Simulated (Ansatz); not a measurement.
# hcp Be

Calculation: HSE06 in Ansatz (PAW).

Run with plane-wave cutoff 460 eV, 15×15×8 k mesh (along the axes of the cell as run), Fermi–Dirac smearing 0.05 eV, scalar-relativistic PAW data made under PBE.

Cell (relaxed at this level):

```
CELL_PARAMETERS angstrom
      1.12833    -1.95433     0.00000
      1.12833     1.95433     0.00000
      0.00000     0.00000     3.56693
ATOMIC_POSITIONS crystal
  Be 0.33333 0.66667 0.25000
  Be 0.66667 0.33333 0.75000
```

| Quantity | Result |
|---|---|
| equilibrium lattice constant a | 2.257 Å |
| c axis length | 3.567 Å |

Measured, for comparison: lattice constant a 2.286 Å (293 K, no zero-point or thermal correction, our sources range from 2.286 to 2.290; as tabulated in Wikipedia's data pages); lattice parameter c 3.584 Å (293 K, no zero-point or thermal correction; as tabulated in Wikipedia's data pages). Computed (rounded) less measured: lattice constant a -1.3 % (-1.3 % to -1.4 % over the range), lattice parameter c -0.5 %. A static lattice is as a rule a little smaller and stiffer than an uncorrected measurement, which narrows the difference in the lattice constant a, lattice parameter c and would widen misses of the other sign.

Computed values are for the static lattice.

It cost very roughly 8 core-minutes of CPU time.

Ansatz is a quantum-chemistry and plane-wave program.
